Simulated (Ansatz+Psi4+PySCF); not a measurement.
Values are calculated unless marked as measured or tabulated.
## Psi4 1.11 run

```
molecule {
0 2
C 0.038810 0.695030 0.012030
N 0.071340 -0.757130 -0.003090
H -0.933480 1.158160 0.002620
H -0.458340 -1.108100 -0.830390
H 0.573840 1.062870 0.878660
H 0.593140 1.057850 -0.860710
}

set basis cc-pVTZ
set reference uhf
set scf_type pk
energy('scf')
```

The input is written out from the run's settings.

Output:

| Quantity | Value |
| --- | --- |
| Converged | yes |
| Total energy | -94.62895 hartree |
| Spin squared of the determinant | 0.761 |
